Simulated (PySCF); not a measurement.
Cartesian coordinates in Å; atom numbers follow the order of the lines, from 1:
```xyz
16

C    -3.101    0.288    0.467
C    -1.913    0.784    0.157
C    -0.824    0.001   -0.488
O     0.372    0.199    0.222
C     1.466   -0.451   -0.375
C     2.703   -0.169    0.438
H    -3.339   -0.756    0.288
H    -3.877    0.902    0.908
H    -1.685    1.828    0.353
H    -1.087   -1.067   -0.523
H    -0.693    0.338   -1.531
H     1.592   -0.096   -1.411
H     1.277   -1.535   -0.428
H     2.902    0.904    0.473
H     3.569   -0.667   -0.003
H     2.580   -0.529    1.461
```

PySCF 2.14.0 with density-fitted response routines calculation with geometry from PBE0-D3(BJ)/def2-TZVP and NMR shieldings at B97-2/pcSseg-2/GIAO; no relativistic terms, one averaged value for each set of equivalent atoms, one conformer, gas phase.

Referencing at the same level of theory: ¹³C (σ = 185.38 ppm), ¹H (σ = 31.64 ppm) against TMS; H2O for ¹⁷O (σ = 327.66 ppm).

| atoms | nucleus | count | δ (ppm) |
| --- | --- | --- | --- |
| H10/H11 | ¹H | 2 | ? |
| C1 | ¹³C | 1 | 122.3 |
| H14/H15/H16 | ¹H | 3 | 1.23 |
| C3 | ¹³C | 1 | 79.9 |
| C6 | ¹³C | 1 | 18.1 |
| C5 | ¹³C | 1 | ? |
| H9 | ¹H | 1 | ? |
| H12/H13 | ¹H | 2 | ? |
| O4 | ¹⁷O | 1 | 53.8 |
| H8 | ¹H | 1 | 5.33 |
| H7 | ¹H | 1 | 5.47 |
| C2 | ¹³C | 1 | 148.1 |

Problem. Estimate the values marked ?.

Solution. 
- C5: 72.1 ppm, sp3 CH2 bonded to O; deshielded by the electronegative neighbour
- H9: 6.45 ppm, hydrogen on an alkene CH; olefinic region
- H10/H11: 3.98 ppm, hydrogen on an allylic sp3 CH2 bonded to O; its carbon carries O, an electronegative neighbour
- H12/H13: 3.43 ppm, hydrogen on an sp3 CH2 bonded to O; its carbon carries O, an electronegative neighbour

Shifts are as computed. Against solution values, carbons near 30 ppm lie about +3 ppm off and those near 130 ppm about +7 ppm. Of 1211 compounds with measured shifts, 218 miss one by over three times the rms of a fit or turn the order of signals round; such compounds aren't used in these exercises. Experimental scales use liquid or dissolved standards, which lie at an offset from isolated H2O (liquid H2O: subtract about 36 ppm).
